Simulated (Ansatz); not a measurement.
`CC[SiH]` + `CSSC` → `C[SiH]` + `CCSSC` at 298.15 K and 1 bar (formal exchange of groups at the Si–C bond).

Isolated molecules relaxed with PBE0-D4/def2-TZVP in Ansatz; ΔE leaves out vibrations. CCSD(T)/CBS adds triple-zeta CCSD(T) − MP2 to the extrapolated MP2 energy (def2 sets, frozen cores). This one scheme is used for every species. Each species was taken in one conformer, which may not be the lowest.

| species | CCSD(T)/CBS energy (Eh) | H − E (kJ/mol) | S (J/(mol·K)) |
| --- | --- | --- | --- |
| `CC[SiH]` | -368.72354 | 201.6 | 291.2 |
| `CSSC` | -875.26995 | 222.6 | 326.6 |
| `C[SiH]` | -329.46712 | 122.3 | 261.2 |
| `CCSSC` | -914.53322 | 301.2 | 361.0 |

H − E and S are ideal-gas, rigid-rotor, harmonic terms from PBE0-D4/def2-TZVP, for one conformer and one mirror image of each species. 1 Eh = 2625.50 kJ/mol, R = 8.31446 J/(mol·K).

**Question.** By hand: ΔE, ΔH, ΔS and ΔG.

**Answer.** ΔE = (-329.46712) + (-914.53322) − (-368.72354) − (-875.26995) = -0.00685 Eh = -18.0 kJ/mol. Δ(H − E) = 122.3 + 301.2 − 201.6 − 222.6 = -0.7, so ΔH = -18.7 kJ/mol. ΔS = 261.2 + 361.0 − 291.2 − 326.6 = 4.4 J/(mol·K). ΔG = -18.7 − 298.15 × (4.4)/1000 = -20.0 kJ/mol.

**Question.** By hand: the equilibrium constant, and the temperature at which ΔG would vanish if ΔH and ΔS stayed fixed.

**Answer.** log₁₀ K = −ΔG/(RT ln 10) = 3.5. ΔH and −TΔS have one sign here, so there is no such temperature.

The number of gas molecules stays the same, so ΔS is small and ΔH decides. A doubt of 5 kJ/mol in ΔE shifts log₁₀ K by 0.9 here. Other conformers and mirror images would add mixing entropy, several J/(mol·K) or more a flexible species. These are equilibria of isolated gas molecules and say nothing of rates. Largest T1 diagnostic: 0.012 (customary marks: 0.02 for closed shells, 0.045 for open ones).

ΔS is within the doubt of such terms, so its sign, and with it that verdict, could turn.
